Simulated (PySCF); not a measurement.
# Two-dimensional NMR puzzle

Compound of formula C₃H₅NO₂. Correlations simulated from computed shifts and couplings:

HSQC (one-bond C–H):
| δH | δC | $^{1}J$(C,H) (Hz) |
| --- | --- | --- |
| 9.80 | 206.1 | 181 |
| 3.20 | 50.4 | 133 |

COSY cross peaks (|J| ≥ 2 Hz):
| δH | δH | abs. J (Hz) | bonds |
| --- | --- | --- | --- |
| 7.51 | 4.55 | 7.4 | 2 |

HMBC (two and three bonds, |J| ≥ 2.5 Hz):
| δH | δC [abs. J in Hz] |
| --- | --- |
| 9.80 | 164.4 [7.6], 50.4 [25.4] |
| 7.51 | 164.4 [3.5] |
| 4.55 | 50.4 [5.7] |
| 3.20 | 206.1 [5.0], 164.4 [6.1] |

Carbons without hydrogens: δ 164.4.

Computed data (PySCF): shieldings: GIAO PBE0/pcSseg-1, spin–spin couplings from B3LYP/pcJ-1 (spin–dipole term only in couplings to heteroatoms), PBE0-D3(BJ)/def2-SVP geometry. Equivalent nuclei averaged, non-relativistic, one computed conformer, no solvent model.

Scale: TMS for $^{1}$H (σ = 31.27 ppm) and $^{13}$C (σ = 184.41 ppm) (reference shieldings calculated alike).

Exchangeable hydrogens are left out of these lists, and C,H couplings along chains are those of one rotamer, so weak HMBC peaks may be missing or extra.

Task: Work out the connectivity.

Result: `NC(=O)CC=O`.

Numbering as in the mapped SMILES `[NH2:1][C:2](=[O:3])[CH2:4][CH:5]=[O:6]`. Hydrogens are named by the atom that carries them. Ha(N1) is cis to the C=O or C=S heteroatom; Hb(N1) is trans to the C=O or C=S heteroatom.

δC 206.1 is C5, an aldehyde carbonyl carbon (δH 9.80). δC 164.4 is C2, an amide carbonyl carbon. δC 50.4 is C4, an sp3 CH2 α to a carbonyl (δH 3.20). HMBC from δH 9.80 reaches the proton-free carbon C2. HMBC from δH 3.20 reaches the proton-free carbon C2. COSY links 7.51–4.55.

This is the structure that produced the data.

OH and NH positions are those of a molecule without intermolecular hydrogen bonds; in solution they move with solvent, concentration and temperature, and exchange usually removes their couplings. Rotation about the amide-type C–N bond is slow at room temperature, so the two groups on nitrogen are listed apart. Unscaled 3J(H,H) at this level run about 10 % above measured values. Shifts are as computed. Against solution values, carbons near 30 ppm lie about +2 ppm off and those near 130 ppm about +5 ppm. Of 1211 compounds with measured shifts, 218 miss one by over three times the rms of a fit or turn the order of signals round; such compounds aren't used in these exercises. Hydrogen bonding in solution deshields acid and N–H amide carbonyl carbons by as much as 10 ppm beyond these values. Couplings across =CH–CH2 type bonds come from one rotamer and its mirror image, and can be 1–2 Hz further off.
